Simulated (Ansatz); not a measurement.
This geometry of BClH2 + FH (6 atoms, charge 0, multiplicity 1) is a first-order saddle point.

Method: Ansatz 0.2.0, RKS B3LYP/6-31G*.

```xyz
6
Properties=species:S:1:pos:R:3
B 0.012 -0.217 0.005
Cl -0.001 0.223 2.023
H 1.053 0.142 -0.433
H -1.050 0.074 -0.432
F 0.060 -1.703 0.410
H 0.046 -1.249 1.508
```

Task: Which two structures does it join? (They come from a converged band through this point; their orientation in space is the band's.)

Result: Bonds broken: B1–Cl2, F5–H6. Bonds formed: B1–F5, Cl2–H6. BClH2 + FH becomes BFH2 + ClH.

Initial state:

```xyz
6
Properties=species:S:1:pos:R:3
B 0.002 0.120 0.130
Cl -0.012 0.640 1.857
H 1.047 0.172 -0.428
H -1.049 0.099 -0.422
F 0.071 -1.902 0.501
H 0.062 -1.858 1.444
```

Final state:

```xyz
6
Properties=species:S:1:pos:R:3
B 0.175 -0.232 -0.755
Cl -0.535 -0.828 3.562
H 0.857 -0.432 -1.713
H -0.791 0.468 -0.733
F 0.525 -0.842 0.378
H -0.110 -0.863 2.342
```

Task: How far does it lie above each of them?

Result: 0.39 eV above the first and 1.09 eV above the second. This is the barrier of this one path; another mechanism may lie lower. The orbitals stay closed-shell, which can raise the energy where a bond breaks towards radicals; this wasn't checked here.

Run time: 120 s on 1 thread of Intel(R) Xeon(R) 6975P-C (Granite Rapids) (shared host), peak memory 0.12 GiB.
